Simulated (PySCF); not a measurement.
C5H7N.
Z-matrix (Å and degrees, GFN2-xTB geometry), rows numbered from 1:
```
C 
N   1  1.2623
C   2  1.3606  1  123.11
C   3  1.5050  2  127.43  1  -177.03
C   4  1.4880  3   60.56  2  -123.63
C   5  1.4935  3   60.48  4   120.11
H   1  1.0920  2  124.97  3    -0.61
H   1  1.0786  2  117.56  3   179.79
H   4  1.0842  3  117.94  5  -109.21
H   4  1.0818  3  117.32  5   108.22
H   5  1.0694  3  131.19  4  -119.94
H   6  1.0840  3  118.37  5   108.67
H   6  1.0832  3  118.17  5  -107.52
```

Probes without a nucleus sit at each ring's centroid and 1 Å off its mean plane on both sides; NICS is minus the shielding there, NICSzz its component along the normal. Level: GIAO PBE0/pcSseg-1 (PySCF, non-relativistic, gas phase) on the GFN2-xTB geometry, one conformer.

Ring bond lengths (Å), with Mayer bond orders in brackets: C3–C4 1.505 (0.99), C4–C5 1.488 (0.98), C5–C3 1.509 (0.76); C3–C5 1.509 (0.76), C5–C6 1.493 (0.96), C6–C3 1.512 (0.96).

Problem. Give the NICS values of each ring in ppm.

Solution. 
```
    ring                                            type  NICS(0)  NICS(1), two faces  NICS(1)zz, two faces  rms pucker (Å)  centre to ring atoms, mean (Å)
C3–C4–C5  3-membered carbocycle; formal bonds all single    -43.8        -12.1 / -6.4         -19.0 / -19.0            0.00                            0.87
C3–C5–C6  3-membered carbocycle; formal bonds all single    -44.0        -7.1 / -12.0         -18.5 / -17.6            0.00                            0.87
```

Problem. What do they say, and how far can they be read as aromaticity?

Solution. 
- C3–C4–C5: mean NICS(1)zz -19.0 ppm, shielded. C3, C4, C5 have four or more neighbours, so the value isn't read as a sign of a π ring current. NICS(0) lies 35 ppm below the mean NICS(1).
- C3–C5–C6: mean NICS(1)zz -18.1 ppm, shielded. C3, C5, C6 have four or more neighbours, and the NICS criterion for π rings isn't applied. NICS(0) lies 34 ppm below the mean NICS(1).

Problem. At the first NICS(1) probe listed for ring C3–C4–C5, 1 Å off the ring, how large is the induced field along the normal in 14.1 T applied along it?

Solution. NICSzz × B0 = -19.0 ppm × 14.1 T = -268 μT, against the applied field.

Problem. What are the shieldings of the ring atoms and their hydrogens in the same run (means over atoms taken as equivalent)?

Solution. 
```
   atoms                    environment  σ isotropic (ppm)  principal values of the symmetric part, first atom (ppm)
      C3   sp3 carbon bound to nitrogen              150.7                                       111.3, 145.1, 195.6
 C4 (×2)     three-membered-ring carbon              151.5                                       124.1, 144.2, 166.0
      C5  sp3 carbon at a ring junction              163.6                                       141.6, 170.3, 178.9
 H9 (×2)             methylene hydrogen              30.71                                          25.3, 27.9, 37.8
H10 (×2)             methylene hydrogen              29.57                                          24.7, 25.8, 38.1
     H11               methine hydrogen              29.53                                          24.2, 27.3, 37.0
```
